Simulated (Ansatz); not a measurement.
Born–Oppenheimer molecular dynamics of C2H3N + CH3NO (12 atoms, charge 0, multiplicity 1). It starts from a relaxed structure.

All numbers below come from UKS B3LYP/STO-3G (Ansatz).

* ensemble: NVE (velocity Verlet)
* time step: 1 fs
* steps asked: 355
* starting velocities drawn for: 1500 K
* masses: H 2.014 u
* seed: 132792

First frame:

```xyz
12
Properties=species:S:1:pos:R:3
C 0.216 -0.009 -1.876
C -1.166 0.253 -1.386
N -2.208 0.447 -0.828
H 0.864 -0.134 -0.946
H 0.239 -0.928 -2.485
H 0.576 0.838 -2.483
N -0.470 -0.048 1.709
C 0.928 -0.179 1.607
O 1.603 -0.256 0.540
H -1.079 0.129 0.876
H -0.892 0.128 2.642
H 1.390 -0.240 2.630
```

How far do the bonds stretch over the last three quarters of this one trajectory? (Pairs bonded in most of those frames.)


```
  bond  mean (Å)  spread (Å)  shortest  longest
 C1–C2     1.504       0.033      1.44     1.57
 C1–H4     1.124       0.050      1.02     1.24
 C1–H5     1.111       0.036      1.03     1.19
 C1–H6     1.112       0.037      1.04     1.19
 C2–N3     1.198       0.009      1.18     1.22
 N7–C8     1.448       0.053      1.34     1.56
N7–H10     1.050       0.020      1.00     1.10
N7–H11     1.048       0.022      1.01     1.10
 C8–O9     1.258       0.032      1.20     1.33
C8–H12     1.136       0.052      1.04     1.24
```

Mean temperature of the second half: 679 K. The conserved energy stayed within 2.2 meV per atom of its start (net change 1.4 meV per atom), so the integration is sound. The temperature averaged 0.45 of the 1500 K drawn at the start: a run that starts near a minimum puts about half its kinetic energy into the potential. A run of 0.35 ps of so small a system gives no equilibrium averages. Limits of this set-up: minimal basis.

Run time: 10 min on 1 thread of Intel(R) Xeon(R) 6975P-C (Granite Rapids), with other jobs on the host, peak memory 0.21 GiB.
